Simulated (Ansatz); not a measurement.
System: rock-salt BaS. Method: HSE06 (plane waves, PAW; Ansatz, a first-principles code).

Run with plane-wave cutoff 460 eV, 8×8×8 k mesh, Fermi–Dirac smearing 0.01 eV, scalar-relativistic PAW data made under PBE.

A third-order Birch–Murnaghan fit to the energies gives V0 = 32.895 Å³/atom, B0 = 44.1 GPa, B′ = 4.5.

```tsv
V (Å³/atom)	P (GPa)
31.203	…
31.890	1.466
32.845	0.067
33.666	…
34.487	…
```

Estimate the withheld pressures from this fit; the answers are the runs' own values.


- 31.203, P (GPa): 2.620
- 33.666, P (GPa): -0.970
- 34.487, P (GPa): -1.876

The formula P = (3/2) B0 (x^(7/3) − x^(5/3)) [1 + (3/4)(B′ − 4)(x^(2/3) − 1)] with x = V0/V meets the computed pressures within 0.01 GPa when these rounded values are put in.

Measured, for comparison: equilibrium volume per atom 32.60 Å³/atom (room temperature, no zero-point or thermal correction; as tabulated in Lucero et al. (2012), arXiv:1111.4515). Computed (rounded) less measured: equilibrium volume per atom +0.9 %.

Spin–orbit coupling is not included.

The computed numbers hold no vibrational or temperature effects.

It cost around 12 core-minutes (rough) of CPU time.
